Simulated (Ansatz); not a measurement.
Abridged output of a molecular run in Ansatz:

```
Functional definition: HF
1354 factors; integrals over basis functions are off by at most 1.1e-3 eV
mean field evaluation 1: about -25697.5216 eV, gradient 1.4e1 eV
mean field evaluation 2: about -25697.6369 eV, gradient 1.5e1 eV
mean field evaluation 4: about -25698.4553 eV, gradient 2.3e0 eV
mean field evaluation 8: about -25698.4774 eV, gradient 1.5e-1 eV
mean field -25698.47758994 eV, -944.4016323766 hartree, gradient 2.1e-6 eV, S^2 0.000000; 0 other end points of the search recorded, 0 dependent functions left out
11 core orbitals not correlated: weight in the atoms' cores, before any rotation towards them, 1.000 or more for the frozen orbitals, at most 0.000 for the correlated occupied ones
reference -25698.47758994 eV, -944.4016323766 hartree; 9, 9 occupied and 207, 207 virtual orbitals, 1354 factors
second order -14.21880243 eV of doubles, -0.00000000 eV of singles
cycle   1  -14.78449610 eV  change   -5.7e-1 eV  update   7.4e-2
cycle   2  -15.08660035 eV  change   -3.0e-1 eV  update   2.1e-2
cycle   3  -15.15186916 eV  change   -6.5e-2 eV  update   1.1e-2
cycle   4  -15.14308126 eV  change    8.8e-3 eV  update   3.4e-3
cycle   5  -15.14248659 eV  change    5.9e-4 eV  update   1.4e-3
cycle   6  -15.14249978 eV  change   -1.3e-5 eV  update   3.3e-4
cycle   7  -15.14245119 eV  change    4.9e-5 eV  update   8.4e-5
cycle   8  -15.14248856 eV  change   -3.7e-5 eV  update   2.2e-5
cycle   9  -15.14249177 eV  change   -3.2e-6 eV  update   6.0e-6
perturbative correction -0.71563193 eV, -0.0262989882 hartree
Total energy: -25714.33571363 eV, -944.9844076732 hartree
```

Its atoms:

Cartesian coordinates in Å:
```
Cl -0.646 1.430 -0.579
B 0.099 -0.052 -0.072
Cl -0.435 -0.864 1.364
H 0.983 -0.515 -0.714
```

(1) Which basis set was used?
A. def2-SVP
B. def2-SVPD
C. cc-pV(T+d)Z
D. def2-QZVPP

(2) Write the keys of the input that set method, charge and spin (a neutral closed shell needs none for the last two).

## Answers

(1) D. It gives 227 functions.

(2) 
```yaml
correlation: {method: ccsd_t}
```
